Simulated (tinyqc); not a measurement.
Inside a calculation. Method: MP2 on RHF in the sto-6g basis, frozen core, for BH3, spin multiplicity 1. One step of it, computed by the program tinyqc.

Question. Iteration 7 (converged): orbitals. Diagonalise F' = X^T F X, C = X C', fill 4 alpha and 4 beta electrons from the bottom; D = 2 C_occ C_occ^T. Each column has its largest component positive (the first on a tie).

converged F (hartree):
```
            1B 1s      1B 2s     1B 2px     1B 2py     1B 2pz      2H 1s      3H 1s      4H 1s
1B 1s   -7.525372  -2.112718  -0.000004   0.000000  -0.000699  -0.496797  -0.496269  -0.496269
1B 2s   -2.112718  -1.037327  -0.000075   0.000000   0.009418  -0.530631  -0.530309  -0.530309
1B 2px  -0.000004  -0.000075  -0.179271   0.000000   0.000006  -0.386725   0.193372   0.193372
1B 2py   0.000000   0.000000   0.000000  -0.179030   0.000000   0.000000  -0.334783   0.334783
1B 2pz  -0.000699   0.009418   0.000006   0.000000   0.236534   0.009391   0.009382   0.009382
2H 1s   -0.496797  -0.530631  -0.386725   0.000000   0.009391  -0.374990  -0.134111  -0.134111
3H 1s   -0.496269  -0.530309   0.193372  -0.334783   0.009382  -0.134111  -0.374673  -0.134086
4H 1s   -0.496269  -0.530309   0.193372   0.334783   0.009382  -0.134111  -0.134086  -0.374673
```

X:
```
            1B 1s      1B 2s     1B 2px     1B 2py     1B 2pz      2H 1s      3H 1s      4H 1s
1B 1s    1.031671  -0.171999  -0.000001   0.000000   0.001092   0.024407   0.024407   0.024407
1B 2s   -0.171999   1.375437   0.000101   0.000000  -0.011430  -0.315431  -0.315157  -0.315157
1B 2px  -0.000001   0.000101   1.186933   0.000000  -0.000004  -0.335509   0.167711   0.167711
1B 2py   0.000000   0.000000   0.000000   1.186663   0.000000   0.000000  -0.290280   0.290280
1B 2pz   0.001092  -0.011430  -0.000004   0.000000   1.000376   0.010412   0.010401   0.010401
2H 1s    0.024407  -0.315431  -0.335509   0.000000   0.010412   1.238164  -0.015932  -0.015932
3H 1s    0.024407  -0.315157   0.167711  -0.290280   0.010401  -0.015932   1.237847  -0.015875
4H 1s    0.024407  -0.315157   0.167711   0.290280   0.010401  -0.015932  -0.015875   1.237847
```

Give: F' = X^T F X; orbital energies; coefficients C; D after iteration 7.

Answer.

F' = X^T F X (hartree):
```
        1       2       3       4       5       6       7       8
1  -7.353  -1.114   0.000   0.000   0.000  -0.065  -0.065  -0.065
2  -1.114  -0.159   0.000   0.000  -0.007  -0.383  -0.383  -0.383
3   0.000   0.000   0.169   0.000   0.000  -0.468   0.234   0.234
4   0.000   0.000   0.000   0.169   0.000   0.000  -0.405   0.405
5   0.000  -0.007   0.000   0.000   0.237   0.012   0.012   0.012
6  -0.065  -0.383  -0.468   0.000   0.012   0.040  -0.039  -0.039
7  -0.065  -0.383   0.234  -0.405   0.012  -0.039   0.040  -0.039
8  -0.065  -0.383   0.234   0.405   0.012  -0.039  -0.039   0.040
```

orbital energies (hartree): MO1 -7.528, MO2 -0.651, MO3 -0.451, MO4 -0.451, MO5 0.236, MO6 0.630, MO7 0.699, MO8 0.699

coefficients C:
```
           MO1     MO2     MO3     MO4     MO5     MO6     MO7     MO8
1B 1s    0.994  -0.217   0.000   0.000  -0.013  -0.244   0.000   0.000
1B 2s    0.024   0.571   0.000   0.000   0.061   1.375   0.000   0.003
1B 2px   0.000   0.000   0.504   0.000   0.000  -0.002   0.000   1.150
1B 2py   0.000   0.000   0.000   0.504   0.000   0.000   1.150   0.000
1B 2pz   0.000  -0.006   0.000   0.000   0.998  -0.069   0.000   0.000
2H 1s   -0.004   0.281   0.524   0.000  -0.021  -0.710   0.000  -0.943
3H 1s   -0.004   0.281  -0.262   0.454  -0.021  -0.712  -0.815   0.470
4H 1s   -0.004   0.281  -0.262  -0.454  -0.021  -0.712   0.815   0.470
```

D after iteration 7:
```
         1B 1s   1B 2s  1B 2px  1B 2py  1B 2pz   2H 1s   3H 1s   4H 1s
1B 1s    2.072  -0.201   0.000   0.000   0.002  -0.130  -0.130  -0.130
1B 2s   -0.201   0.653   0.000   0.000  -0.007   0.321   0.321   0.321
1B 2px   0.000   0.000   0.509   0.000   0.000   0.528  -0.264  -0.264
1B 2py   0.000   0.000   0.000   0.509   0.000   0.000   0.458  -0.458
1B 2pz   0.002  -0.007   0.000   0.000   0.000  -0.003  -0.003  -0.003
2H 1s   -0.130   0.321   0.528   0.000  -0.003   0.707  -0.116  -0.116
3H 1s   -0.130   0.321  -0.264   0.458  -0.003  -0.116   0.707  -0.116
4H 1s   -0.130   0.321  -0.264  -0.458  -0.003  -0.116  -0.116   0.707
```
